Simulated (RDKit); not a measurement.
# UFF run of C2HClOS (SMILES S=C1OC1Cl)

Aim: a structure relaxation of C2HClOS. The job is set up through a Python script.

The calculation is run with RDKit 2026.09.1.

1 further run of the same task is left out (set aside as unsound or not needed).

### 1 The structure to begin with

C2HClOS has 6 atoms, charge 0, and is taken as a singlet. As SMILES, `S=C1OC1Cl`. The coordinates come from a PBE0-D4/def2-TZVP relaxation. The run starts from this shape.

Bond lengths: S1–C2 1.584 Å, C2–O3 1.331 Å, C2–C4 1.440 Å, O3–C4 1.460 Å, C4–Cl5 1.726 Å, C4–H6 1.084 Å. Angles: S1–C2–O3 140.6°, S1–C2–C4 155.9°, O3–C2–C4 63.4°, C2–O3–C4 61.9°, C2–C4–O3 54.7°, C2–C4–Cl5 121.4°, O3–C4–Cl5 116.7°, C2–C4–H6 122.4°, O3–C4–H6 114.3°, Cl5–C4–H6 113.2°.

### 2 A geometry optimisation at UFF

Contents of mol.xyz:

```xyz
6

S     -0.684100    -1.636300     1.568100
C     -0.411400    -0.600000     0.400900
O     -1.050600     0.045600    -0.571900
C      0.376000     0.301100    -0.399600
Cl     0.818900     1.865800     0.178800
H      0.993200    -0.040200    -1.222400
```

Contents of ff.py:

```python
# UFF minimise with RDKit
import json
import numpy as np
from rdkit import Chem
from rdkit.Chem import AllChem
from rdkit.Chem import rdDetermineBonds

mol = Chem.MolFromXYZFile("mol.xyz")
rdDetermineBonds.DetermineBonds(mol, charge=0)
print("perceived SMILES:", Chem.MolToSmiles(Chem.RemoveHs(mol)))
symbols = [a.GetSymbol() for a in mol.GetAtoms()]
start = mol.GetConformer().GetPositions().copy()

ff = AllChem.UFFGetMoleculeForceField(mol)
e0 = ff.CalcEnergy()
print(f"start   E = {e0:.5f} kcal/mol")
path, flag, n = [], 1, 0
while flag and n < 2000:
    flag = ff.Minimize(maxIts=20, forceTol=0.0001)
    n += 20
    path.append((n, ff.CalcEnergy(), mol.GetConformer().GetPositions().tolist()))
    print(f"{n:5d}   E = {path[-1][1]:.5f} kcal/mol")
print("converged" if flag == 0 else "iteration limit reached")
final = mol.GetConformer().GetPositions()
for a, p in zip(symbols, final):
    print(f"{a:<2} {p[0]:11.5f} {p[1]:11.5f} {p[2]:11.5f}")
print(f"energy gained {e0 - path[-1][1]:.4f} kcal/mol")
json.dump(dict(symbols=symbols, start=start.tolist(), start_energy=e0, energy=path[-1][1], final=final.tolist(), path=path, success=flag == 0), open("results.json", "w"))
```

The run is started by

```sh
$ python ff.py
```

What values should one expect? Wanted: steric energy.

Computed results:

Level: UFF.

| quantity | value |
| --- | --- |
| steric energy (arbitrary zero) | 0.17998 Eh |

What this shows: At the final geometry: Bond lengths: S1–C2 1.632 Å, C2–O3 1.500 Å, C2–C4 1.375 Å, O3–C4 1.366 Å, C4–Cl5 1.778 Å, C4–H6 1.109 Å. Angles: S1–C2–O3 151.4°, S1–C2–C4 152.0°, O3–C2–C4 56.5°, C2–O3–C4 57.1°, C2–C4–O3 66.4°, C2–C4–Cl5 113.0°, O3–C4–Cl5 112.1°, C2–C4–H6 115.6°, O3–C4–H6 114.0°, Cl5–C4–H6 122.6°. The optimisation took 40 steps and changed the energy by -2.127 eV.
